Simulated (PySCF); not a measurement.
C₄H₉O (doublet state).
Z-matrix (Å and degrees, PBE0-D3(BJ)/def2-SVP geometry), rows numbered from 1:
```
C 
C   1  1.4774
O   2  1.3964  1  109.98
C   3  1.4006  2  115.08  1   175.00
C   4  1.5186  3  113.98  2    75.45
H   1  1.0910  2  119.53  3     5.44
H   1  1.0913  2  120.26  3  -178.61
H   2  1.1171  1  110.47  3   122.10
H   2  1.1158  1  109.83  3  -123.02
H   4  1.1103  3  110.18  2   -48.89
H   4  1.1015  3  105.79  2  -163.99
H   5  1.1006  4  112.23  3   -65.33
H   5  1.1007  4  110.31  3   174.89
H   5  1.1004  4  110.33  3    55.26
```

Method used: PBE0-D3(BJ)/def2-SVP geometry optimisation, gas phase (PySCF 2.14.0).

Masses are those of the commonest isotopes; rigid-rotor values at the optimised geometry. The values belong to one conformer with, in the numbering `[CH2:1][CH2:2][O:3][CH2:4][CH3:5]`, H–C1–C2–O3 5° and -179°, C1–C2–O3–C4 175°, C2–O3–C4–C5 75°.

(1) Give the principal moments of inertia and the rotational constants in cm⁻¹.

(2) What kind of rotor is it?

(3) What does the inertial defect say?

(4) Give the coordinates in the principal-axis frame, origin at the centre of mass.

(5) Where do the levels up to J = 5 lie, in MHz?

(6) Which types of transition are allowed, and where do some lines up to J = 2 fall?

(7) Estimate the classical rotational partition function at 200 K, 298.15 K and 500 K.

## Answers

(1) Ia = 35.10, Ib = 194.00, Ic = 207.08 u·Å²; 505379 MHz·u·Å²/I gives 14398, 2605 and 2440 MHz, that is A = 0.48026, B = 0.08689, C = 0.08140 cm⁻¹.

(2) A near-prolate asymmetric top. Ray's parameter κ = (2B − A − C)/(A − C) = -0.972; −1 is the prolate and +1 the oblate limit.

(3) Not planar: Δ = Ic − Ia − Ib = -22.02 u·Å². For a rigid frame Δ = −2 Σ m c², so Σ m c² = 11.01 u·Å² lies off the ab plane: 6.87 from hydrogen and 4.14 from heavier atoms. The atom farthest from that plane is 1.46 Å away.

(4) The sense of each axis is arbitrary; atoms in the order of the calculation.
```
atom  mass (u)   a (Å)   b (Å)   c (Å)
  C1    12.000  -2.339   0.150   0.180
  C2    12.000  -0.972   0.344  -0.348
  O3    15.995  -0.099  -0.574   0.239
  C4    12.000   1.207  -0.558  -0.266
  C5    12.000   2.038   0.620   0.210
  H6     1.008  -2.508  -0.568   0.984
  H7     1.008  -3.162   0.767  -0.184
  H8     1.008  -0.964   0.233  -1.460
  H9     1.008  -0.642   1.394  -0.167
 H10     1.008   1.188  -0.589  -1.376
 H11     1.008   1.670  -1.499   0.071
 H12     1.008   1.649   1.581  -0.159
 H13     1.008   3.075   0.525  -0.147
 H14     1.008   2.054   0.657   1.310
```

(5) Above 0(0,0):
J = 1: 1(0,1) 5045, 1(1,1) 16838, 1(1,0) 17003
J = 2: 2(0,2) 15135, 2(1,2) 26765, 2(1,1) 27258, 2(2,1) 62637, 2(2,0) 62639
J = 3: 3(0,3) 30264, 3(1,3) 41653, 3(1,2) 42640, 3(2,2) 77773, 3(2,1) 77782, 3(3,1) 137150, 3(3,0) 137150
J = 4: 4(0,4) 50429, 4(1,4) 61502, 4(1,3) 63148, 4(2,3) 97954, 4(2,2) 97979, 4(3,2) 157335, 4(3,1) 157335, 4(4,1) 240458, 4(4,0) 240458
J = 5: 5(0,5) 75622, 5(1,5) 86311, 5(1,4) 88779, 5(2,4) 123177, 5(2,3) 123237, 5(3,3) 182568, 5(3,2) 182568, 5(4,2) 265689, 5(4,1) 265689, 5(5,1) 372561, 5(5,0) 372561
Those of J = 1 are B + C, A + C and A + B.

(6) The dipole components are |μa| = 0.62 D, |μb| = 0.85 D, |μc| = 0.84 D. Intensities carry the squares of the components, which stand as 0.53 : 1.00 : 0.97 (a : b : c). Some lines, for components of 0.1 D or more:

```csv
type,branch,"J(Ka,Kc)",MHz,lower level (cm⁻¹)
a,Q,"2(1,1) ← 2(1,2)",494,0.893
a,R,"1(0,1) ← 0(0,0)",5045,0.000
a,R,"2(1,2) ← 1(1,1)",9926,0.562
a,R,"2(0,2) ← 1(0,1)",10089,0.168
a,R,"2(1,1) ← 1(1,0)",10255,0.567
c,Q,"2(1,2) ← 2(0,2)",11630,0.505
c,Q,"1(1,1) ← 1(0,1)",11793,0.168
b,Q,"1(1,0) ← 1(0,1)",11957,0.168
b,Q,"2(1,1) ← 2(0,2)",12124,0.505
b,R,"1(1,1) ← 0(0,0)",16838,0.000
c,R,"1(1,0) ← 0(0,0)",17003,0.000
b,R,"2(1,2) ← 1(0,1)",21719,0.168
c,R,"2(1,1) ← 1(0,1)",22213,0.168
c,Q,"2(2,1) ← 2(1,1)",35379,0.909
b,Q,"2(2,0) ← 2(1,1)",35380,0.909
b,Q,"2(2,1) ← 2(1,2)",35872,0.893
b,R,"2(2,1) ← 1(1,0)",45634,0.567
c,R,"2(2,0) ← 1(1,0)",45636,0.567
c,R,"2(2,1) ← 1(1,1)",45799,0.562
b,R,"2(2,0) ← 1(1,1)",45800,0.562
```

(7) Point group C1, symmetry number σ = 1; q = (√π/σ)·√((kT/h)³/(ABC)), k/h = 20836.6 MHz/K: 49800 at 200 K, 90700 at 298.15 K, 197000 at 500 K.

For this open shell read J as N, the rotation without spin; fine and hyperfine splittings come on top. Whether it is a minimum is left open (no frequencies). ⟨S²⟩ = 0.755 (exact for a doublet: 0.75). No vibrational averaging or centrifugal distortion is included, and the geometry carries the error of its method. A rigid rotor knows nothing of internal rotation, which can split or shift real lines.
